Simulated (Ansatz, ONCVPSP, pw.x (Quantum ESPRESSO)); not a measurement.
**Equation-of-state test of one ONCV potential (W (Z = 74))**

* Element: tungsten (W)
* Generator: ONCVPSP 4.0.1.1 (patched build)
* Type: optimised norm-conserving Vanderbilt (ONCV)
* Functional: PBE
* Relativity: scalar-relativistic
* Frozen core: [Xe] 4f14
* Valence charge: 6
* Reference configuration: 5d4 6s2
* Partial waves: 6s: rc 2.85 bohr, ncon 4, nbas 7, qcut 2.4 1/bohr, 2 projectors, debl 3.3 Ha; p scattering state at 0.13 Ha: rc 2.45 bohr, ncon 4, nbas 7, qcut 2.9 1/bohr, 2 projectors, debl 2.7 Ha; 5d: rc 2.80 bohr, ncon 4, nbas 9, qcut 5 1/bohr, 2 projectors, debl 1.7 Ha
* Local potential: polynomial inside 1.65 bohr (lpopt 5, dvloc0 2 Ha)
* Core correction: Teter function, fcfact 4, rcfact 1.05

Crystal test: bcc W in pw.x 7.5, no spin, 14³ k-points, Fermi–Dirac smearing 0.01 Ry, cutoffs 50/200 Ry. The reference is all-electron LAPW (Ansatz 0.2.0) with the same functional, mesh and smearing; V0 and B0 come from Birch–Murnaghan fits to the pressures at five volumes. Errors are pseudo minus all-electron; Δ is the rms difference of the E(V) curves that follow from these fits, minima aligned, over ±6 % about the mean V0. Mesh and smearing are coarse, so the numbers serve the comparison and aren't converged zero-temperature values; the lattice is a test structure that the element need not adopt.

```
V (Å³/atom)  P all-electron (GPa)  P pseudo (GPa)
     15.323                 17.51            8.20
     15.727                  8.35            0.19
     16.130                  0.30           -6.88
     16.533                 -6.79          -13.11
     16.936                -13.02          -18.60
```

All-electron: a0 = 3.184 Å (V0 = 16.15 Å³/atom), B0 = 300.6 GPa.

Pseudopotential: mean pressure error (GPa): -7.31; a0 (Å): 3.157; a0 error (%): -0.85; B0 error (%): -2.7; Δ (meV/atom): 26.9. The largest radius (2.85 bohr) exceeds half the bond length (2.60 bohr), so the spheres overlap, which is one possible source of error among others. This is a poor potential for the solid. The generator flags a localised state at positive energy (s at 37 eV).

**Question.** At the middle volume, how do free energy and pressure move when the wave cutoff is lowered (ecutrho kept at four times it)?

**Answer.**

| cutoff (Ry) | shift of F (meV/atom) | shift of P (GPa) |
| --- | --- | --- |
| 22 | +161.7 | -0.15 |
| 30 | +122.7 | +2.00 |
| 40 | +46.8 | -1.71 |

Input at the middle volume:

```
&control
  calculation='scf', prefix='x', pseudo_dir='./', outdir='./tmp', tstress=.true., disk_io='low'
/
&system
  ibrav=0, nat=1, ntyp=1, ecutwfc=50, ecutrho=200, nbnd=10,
  occupations='smearing', smearing='fd', degauss=0.01
/
&electrons
  conv_thr=1e-09, mixing_beta=0.4, electron_maxstep=70
/
ATOMIC_SPECIES
W 1.0 W.UPF
CELL_PARAMETERS angstrom
  -1.59168867 1.59168867 1.59168867
  1.59168867 -1.59168867 1.59168867
  1.59168867 1.59168867 -1.59168867
ATOMIC_POSITIONS crystal
W 0.0000 0.0000 0.0000
K_POINTS automatic
14 14 14 0 0 0
```

```bash
pw.x < W.scf.in > W.scf.out
```

Lines of the output:

```
Message from routine setup:
     using ibrav=0 with symmetry is DISCOURAGED, use correct ibrav instead
     lattice parameter (alat)  =       5.2098  a.u.
     unit-cell volume          =     108.8506 (a.u.)^3
     number of electrons       =         6.00
     number of Kohn-Sham states=           10
     kinetic-energy cutoff     =      50.0000  Ry
     charge density cutoff     =     200.0000  Ry
     scf convergence threshold =      1.0E-09
     Exchange-correlation= PBE
     number of k points=   104  Fermi-Dirac smearing, width (Ry)=  0.0100
     iteration #  1     ecut=    50.00 Ry     beta= 0.40
     total energy              =     -16.73427676 Ry
     estimated scf accuracy    <       0.04270059 Ry
     iteration #  2     ecut=    50.00 Ry     beta= 0.40
     total energy              =     -16.73168468 Ry
     estimated scf accuracy    <       0.00949729 Ry
     iteration #  3     ecut=    50.00 Ry     beta= 0.40
     total energy              =     -16.73304895 Ry
     estimated scf accuracy    <       0.00022166 Ry
     iteration #  4     ecut=    50.00 Ry     beta= 0.40
     c_bands:  1 eigenvalues not converged
     c_bands:  1 eigenvalues not converged
     c_bands:  1 eigenvalues not converged
     c_bands:  1 eigenvalues not converged
     total energy              =     -16.73306470 Ry
     estimated scf accuracy    <       0.00007910 Ry
     iteration #  5     ecut=    50.00 Ry     beta= 0.40
     total energy              =     -16.73307835 Ry
     estimated scf accuracy    <       0.00000304 Ry
     iteration #  6     ecut=    50.00 Ry     beta= 0.40
     total energy              =     -16.73307897 Ry
     estimated scf accuracy    <       0.00000015 Ry
     iteration #  7     ecut=    50.00 Ry     beta= 0.40
     total energy              =     -16.73307903 Ry
     estimated scf accuracy    <          6.7E-09 Ry
     iteration #  8     ecut=    50.00 Ry     beta= 0.40
     the Fermi energy is    15.4019 ev
!    total energy              =     -16.73307904 Ry
     estimated scf accuracy    <          6.8E-10 Ry
     smearing contrib. (-TS)   =      -0.00245792 Ry
     The total energy is F=E-TS. E is the sum of the following terms:
     one-electron contribution =      10.64003602 Ry
     hartree contribution      =       0.11616121 Ry
     xc contribution           =      -5.70844542 Ry
     ewald contribution        =     -21.77837292 Ry
     convergence has been achieved in   8 iterations
          total   stress  (Ry/bohr**3)                   (kbar)     P=      -68.78
```

The run at the middle volume (104 k-points, 8 iterations) took about 16 s on one core of a shared host (Neoverse-N1, 64 threads, 124 GiB, load 61).
